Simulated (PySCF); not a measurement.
# Splitting trees

Geometry:
```tsv
atom	x (Å)	y (Å)	z (Å)
C1	-1.528	0.109	-0.028
C2	-0.047	-0.032	0.035
C3	0.955	0.929	-0.298
N4	2.164	0.464	-0.125
O5	2.011	-0.809	0.324
C6	0.711	-1.100	0.418
H7	-1.879	0.932	0.613
H8	-1.867	0.324	-1.053
H9	-2.029	-0.811	0.305
H10	0.824	1.950	-0.660
H11	0.466	-2.100	0.770
```

Gas phase, no relativistic terms, a single conformation, rapidly exchanging positions averaged. Couplings computed with B3LYP/pcJ-1 (spin–dipole term only in couplings to heteroatoms); geometry from PBE0-D3(BJ)/def2-SVP; KT2/pcSseg-2 with gauge-including orbitals; PySCF 2.14.0 with density-fitted response routines.

Scale: ¹H (σref 31.18) and ¹³C (σref 182.28) against TMS (reference shieldings calculated alike).

Spectrometer: 600 MHz for ¹H. First-order analysis; couplings under 1 Hz (under 4 Hz in carbon signals) are ignored, and nearly equal couplings are merged; the smaller ones broaden or split the lines further.

(1) What pattern does H11 show (¹H)?

(2) What pattern does C1 show in the proton-coupled ¹³C spectrum?

(3) What pattern does H7/H8/H9 show (¹H)?

Answers

(1) A quartet at δ 8.13: 1.4 Hz to H7/H8/H9 (3 × ¹H, 4 bonds away). Lines in Hz from the centre (relative intensity): +2.1 (1), +0.7 (3), -0.7 (3), -2.1 (1). The outer lines are 4.2 Hz apart, the sum of the couplings kept, or 0.007 ppm at this field.

(2) A quartet at δ 8.3: 134.7 Hz to H7/H8/H9 (3 × ¹H, 1 bond away). Lines in Hz from the centre (relative intensity): +202.1 (1), +67.3 (3), -67.3 (3), -202.1 (1). The outer lines are 404.1 Hz apart, the sum of the couplings kept, or 2.678 ppm at this field.

(3) A doublet at δ 2.12: 1.4 Hz to H11 (1 × ¹H, 4 bonds away). Lines in Hz from the centre (relative intensity): +0.7 (1), -0.7 (1). The outer lines are 1.4 Hz apart, the sum of the couplings kept, or 0.002 ppm at this field.
